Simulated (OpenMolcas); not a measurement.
# BF2 (SMILES F[B]F): methods side by side

The species is BF2 (3 atoms), meant as a doublet with charge 0. As SMILES, `F[B]F`. The shape is that of a PBE0-D4/def2-TZVP optimisation.

```tsv
atom	x (Å)	y (Å)	z (Å)
F	0.5131	-1.0443	0.1600
B	0.2790	0.2405	0.1813
F	-0.8029	0.7389	-0.3546
```

Each level gives the energy change with the F1–B2 bond stretched from 1.306 to 1.959 Å (eV). The values are calculated.

```json
{"level": "UHF/STO-3G", "kind": "Hartree–Fock", "program": "OpenMolcas", "value (eV)": "3.43", "less FCI/STO-3G": "+0.18", "CPU time (all runs)": "3.6 s"}
{"level": "USVWN5/STO-3G", "kind": "LDA", "program": "OpenMolcas", "value (eV)": "3.73", "less FCI/STO-3G": "+0.48", "CPU time (all runs)": "7.4 s"}
{"level": "UPBE/STO-3G", "kind": "GGA", "program": "OpenMolcas", "value (eV)": "3.30", "less FCI/STO-3G": "+0.05", "CPU time (all runs)": "8.4 s"}
{"level": "U-r2SCAN/STO-3G", "kind": "meta-GGA", "program": "OpenMolcas", "value (eV)": "3.54", "less FCI/STO-3G": "+0.29", "CPU time (all runs)": "11 s"}
{"level": "UPBE0/STO-3G", "kind": "global hybrid", "program": "OpenMolcas", "value (eV)": "3.68", "less FCI/STO-3G": "+0.43", "CPU time (all runs)": "8.3 s"}
{"level": "CASSCF(3,3)/STO-3G", "kind": "multireference", "program": "OpenMolcas", "value (eV)": "2.86", "less FCI/STO-3G": "-0.39", "CPU time (all runs)": "3.4 s"}
{"level": "SC-NEVPT2(3,3)/STO-3G", "kind": "multireference", "program": "OpenMolcas", "value (eV)": "3.34", "less FCI/STO-3G": "+0.09", "CPU time (all runs)": "3.4 s"}
{"level": "FCI/STO-3G", "kind": "exact in the basis", "program": "OpenMolcas", "value (eV)": "3.25", "less FCI/STO-3G": "0.00", "CPU time (all runs)": "57 s"}
```

FCI/STO-3G is exact within its basis and frozen core, so for wave-function methods in that basis the difference is their error; functionals converge differently with the basis, so for them it is only a difference. The first shape isn't each level's own minimum. The values span 2.86 to 3.73 eV. Spin contamination of the reference (⟨S²⟩ at least 0.1 too high) touches UHF/STO-3G. All rows use very small basis sets, so even the best lies far from the true value. CPU times are rough (shared hosts, several kinds of processor): they show what a rung costs within a factor of a few.
